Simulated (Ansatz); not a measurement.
Cartesian coordinates (Å):
```xyz
4

F     -0.8291    -1.4021     0.0011
Al     0.0001     0.0001     0.0000
F      1.6290    -0.0171    -0.0009
F     -0.7999     1.4191    -0.0002
```
Charge 0, multiplicity 1.

Method: frozen-core CCSD(T)/cc-pVTZ // PBE0-D3(BJ)/def2-TZVP (Ansatz, a first-principles code).

```
Property                        Value
----------------------  -------------
HF energy               -540.59374 Ha
MP2 correlation energy    -0.83056 Ha
```

Task: Estimate the CCSD correlation energy, the (T) correction, the total energy and the T1 diagnostic.

Result: 
CCSD correlation energy: -0.82675 Ha
(T) correction: -0.02290 Ha
CCSD(T) total energy: -541.44340 Ha
T1 diagnostic: 0.013
